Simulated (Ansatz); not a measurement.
Working through a relaxed scan of one distance of H3Si (charge -1), SMILES [SiH3-]

Program: the Python package of Ansatz (0.2.0).

Notebook, run cell by cell (the value of a cell's last expression is shown):

```python
import ansatz as az
import numpy as np
```

```python
SETTINGS = {
    "basis": "def2-SVP",
    "xc": "pbe0",
    "net_charge": -1,
}
```

```python
system = (
    az.Crystal.molecule()
    .atom("Si", [-0.0021, 0.0005, 0.3852])
    .atom("H", [-0.5611, 1.2749, -0.133])
    .atom("H", [1.3859, -0.1512, -0.1205])
    .atom("H", [-0.8226, -1.1242, -0.1316])
)
```

```python
base = (
    system.calculation()
    .basis(gaussian=SETTINGS["basis"])
    .functional(SETTINGS["xc"])
    .charge(SETTINGS["net_charge"])
)
symbols = [site.symbol for site in system.cartesian_sites]
pairs = [(0, 1), (0, 2), (0, 3)]
print("held (A)   E (eV)        ", "  ".join(f"{symbols[i]}{i}-{symbols[j]}{j}" for i, j in pairs))
for length in [1.37, 1.49, 1.6, 1.78, 2.0]:
    report = base.relax(constraints=[az.DistanceConstraint((0, 2), at=length)], force_tolerance=0.02, max_steps=60).run().report
    xyz = np.array(report["positions_ang"])
    print(f"{length:6.2f} {report['free_energy_ev']:14.5f}  ", "  ".join(f"{np.linalg.norm(xyz[i] - xyz[j]):.3f}" for i, j in pairs))
```

    held (A)   E (eV)         Si0-H1  Si0-H2  Si0-H3
    DeckWarning: relax.constraints: the input's atoms, or those drawn, lie off the distances that are held; a relaxation that starts there is brought onto them ahead of its first SCF, by positions alone, an atom by 5.75e-2 Å at the most. With the symmetry [...]
      1.37    -7919.39604   1.560  1.370  1.560
      1.49    -7919.67161   1.560  1.490  1.560
      1.60    -7919.69573   1.558  1.600  1.558
      1.78    -7919.48150   1.559  1.780  1.559
      2.00    -7919.03892   1.557  2.000  1.557

Reading the output:
- Total energies depend on the basis set; only differences at equal settings carry meaning.
- Warnings are shown shortened and without file and line.
- The energies are electronic: no zero-point or thermal terms, and the basis set is short of its limit.
- Anions want diffuse functions, which this basis lacks.
- Finished in 12 s on 1 thread of Arm Neoverse V1 (shared host), peak memory 0.16 GiB.
